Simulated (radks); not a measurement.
# Nuclear size and the levels of S⁵⁺

The task here is to estimate one member of a computed series from the others.

The numbers are computed with radks (a radial shooting solver on a logarithmic mesh, Libxc functionals) version 1 (Dirac Kohn-Sham, PBE, spin-unpolarised, spherical densities, finite nucleus), except any that are marked as measured or tabulated.

### What is computed

- element: sulfur (Z = 16)
- charge: +5
- electrons: 11
- configuration: [Ne] 3s1
- nuclear rms radius: 3.2611 fm

Outer shells as boxes (Hund's rule):

S⁵⁺
```
[Ne] core
3s [↑ ]
```

Set-up of the first run:

The run's settings:

```text
Z 16
configuration [Ne] 3s1 3p0 4s0
relativity Dirac
functional pbe,pbe
spin unpolarised
j_filling average
nucleus finite rms 3.2611 fm
c 137.035999084
```

Steps of the session up to this table: rms radius 3.2611 fm.

One of the session's tables, all rows but one given; the rest of the session is left out.

It belongs to the step «rms radius 3.2611 fm». Sizes of the orbitals, from the radial functions (bohr):

| level | <r> | outermost maximum (interpolated) | 90 % within | nodes |
| --- | --- | --- | --- | --- |
| 1s1/2 | 0.09685 | 0.0633 | 0.173 | 0 |
| 2s1/2 | 0.4758 | 0.387 | 0.745 | 1 |
| 2p1/2 | 0.4363 | 0.323 | 0.726 | 0 |
| 2p3/2 | 0.4385 | 0.325 | 0.729 | 0 |
| 3s1/2 | 1.413 | 1.27 | 2.08 | 2 |
| 3p1/2 | 1.496 | 1.33 | 2.23 | 1 |
| 3p3/2 | ? | ? | ? | ? |
| 4s1/2 | 2.896 | 2.84 | 4.11 | 3 |

Estimate the missing values for 3p3/2.

As computed: <r>: 1.500; outermost maximum (interpolated): 1.34; 90 % within: 2.24; nodes: 1. In the column «<r>» it lies between 3p1/2 (1.496) and 4s1/2 (2.896).
